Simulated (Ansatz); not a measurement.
hcp Re was calculated with LDA (plane waves, PAW; Ansatz, a quantum-chemistry and plane-wave program).

From the output:

```
Relaxation: its limit of steps is 80 (relax.max_steps)
Crystal: 2 atoms, lattice volume = 27.515 Å³
Basis set: ecut = 520 eV, 713 PW (Γ), exchange–correlation on 48×48×72 points (8 copies of the dense FFT grid, shifted against one another)
Bands: 19, of which v1, the nominal top of the filled ones, is band 15 counted from 1 (14 counted from 0)
Symmetry: 24 space group operations
Space group: P63/mmc (ITA 194), of the structure as read, at distance tolerance 3.0e-5 Å
k-points: 427 of 6912
Functional: x = slater, c = lda
SCF iter   1: F=—  HF=-21215.250617 eV  |F-HF|=—  |Δ(HF+E_count)|=         —  Δρ=1.06e-2  dr2=1.36e-2
SCF iter   2: F=—  HF=-21215.249494 eV  |F-HF|=—  |Δ(HF+E_count)|=   1.12e-3  Δρ=6.27e-3  dr2=5.01e-3
  ...
SCF 1 converged in 6 iterations: F = -21215.248615 eV  dr2 = 5.98e-10
Crystal: 2 atoms, lattice volume = 27.515 Å³
Initial density: handed on by an earlier stage of this run
SCF 2 converged in 7 iterations: F = -21215.248615 eV  dr2 = 1.28e-15
Crystal: 2 atoms, lattice volume = 27.515 Å³
SCF 3 converged in 8 iterations: F = -21215.248616 eV  dr2 = 3.94e-18
Crystal: 2 atoms, lattice volume = 27.515 Å³
SCF iter   7: F=-21215.248616 eV  HF=-21215.248616 eV  |F-HF|=0.00e0  |Δ(HF+E_count)|=    0.00e0  Δρ=3.04e-9  dr2=1.11e-15
SCF iter   8: F=-21215.248616 eV  HF=-21215.248616 eV  |F-HF|=7.28e-12  |Δ(HF+E_count)|=  3.64e-12  Δρ=1.88e-9  dr2=4.41e-16
SCF 4 converged in 8 iterations: F = -21215.248616 eV  dr2 = 4.41e-16
SCF converged after 8 iterations
Free energy (F): -21215.248616 eV
Internal energy: -21215.236756 eV  (E = F + TS)
E sigma→0 (E₀):  -21215.242686 eV
Fermi energy:    25.553154 eV
--- Forces (eV/Å), atoms counted from 1 ---
  atom   1  Re    -0.00000000     0.00000000     0.00000000
  atom   2  Re     0.00000000    -0.00000000     0.00000000
--- Stress (GPa, compression-positive) ---
       18.078576       0.000000      -0.000000
        0.000000      18.078576      -0.000000
       -0.000000      -0.000000      18.078764
  P = ⅓ Tr σ = 18.0786 GPa (180.786 kbar)
```

Write an input file that could have produced this run (the log leaves some choices open).

Several could match; the one computed here: 
Ansatz 0.2 input:
```yaml
crystal:
  lattice:
    - [1.3503610921, -2.3388940201, 0.0]
    - [1.3503610921, 2.3388940201, 0.0]
    - [0.0, 0.0, 4.3558839782]
  atoms:
    - { symbol: Re, position: [0.3333333333, 0.6666666667, 0.25] }
    - { symbol: Re, position: [0.6666666667, 0.3333333333, 0.75] }
basis:
  ecutwfc: 520
  ecutrho_ratio: 4
  xc_grid: 2
kpoints:
  mp_grid: { grid: [24, 24, 12] }
hamiltonian:
  xc: lda
  dispersion: none
  pseudopotentials: { kind: paw }
scf:
  occupations: { method: fermi_dirac, width: 0.05 }
output:
  forces: true
  stress: true
  eigenvalues: true
relax:
  f_tol: 0.004
  escape_saddle: false
  max_steps: 80
  cell: { stress_tol: 0.02, fix: [volume] }
```

The cell is one volume of an energy–volume scan, off the minimum.

The PAW data were made under PBE.

The result took around 60 core-seconds (rough).
